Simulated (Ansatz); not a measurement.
# CHBSi+ (doublet): from Hartree-Fock to the top rungs, def2-QZVPP

One table from this session's results is given with a row withheld; the runs are named, their logs left out.

Computed with Ansatz 0.2.0, Gaussian basis. Level: def2-QZVPP, core rule «outside noble gas», up to 7 orbitals frozen.

Plan: UHF; ROHF; CCSD(T) on UHF.

2 further runs of the same task are left out: 2 set aside as unsound or not needed.

## The geometry

The geometry is a PBE0/def2-TZVP stationary point (not a proven minimum) of the parent state, kept for this charge and spin.

4 atoms, charge 1, spin multiplicity 2.

Atoms are counted from 1 here; the program's logs count them from 0.

Bond lengths: B1–C2 1.363 Å, B1–H4 1.175 Å, C2–Si3 1.675 Å. Angles: C2–B1–H4 180.0°, B1–C2–Si3 180.0°.

The first run:

File in.yaml:

```yaml
crystal:
  periodic: [false, false, false]
  atoms:
    - {symbol: B, position_ang: [0.000000, 0.000000, 0.806500]}
    - {symbol: C, position_ang: [0.000000, 0.000000, -0.556100]}
    - {symbol: Si, position_ang: [0.000000, 0.000000, -2.231400]}
    - {symbol: H, position_ang: [0.000000, 0.000000, 1.981000]}
basis:
  gaussian: {orbitals: "def2-QZVPP.json"}
total_charge: 1
magnetization: {spin_polarized: true, initial_magnetization: 1}
hamiltonian: {xc: hf}
output: {orbitals: {seedname: orbitals}}
```

The run is started by

```bash
$ ansatz run in.yaml --threads 1 --pin off --events-out ev --progress --plain --max-ram 2393MiB
```

Among the steps run: UHF; ROHF; CCSD(T) on UHF.

One table of the session follows, with a row left open; its other results are not shown here.

```
  method  from UCCSD(T) (kcal/mol)
    ROHF                   +208.10
     UHF                   +206.19
    UMP2                    +28.30
   UCCSD                         ?
UCCSD(T)                         0
```

Q: Estimate the row for UCCSD from the others.

As computed: from UCCSD(T) (kcal/mol): +9.71. In the column «from UCCSD(T) (kcal/mol)» it lies between UCCSD(T) (0) and UMP2 (+28.30).
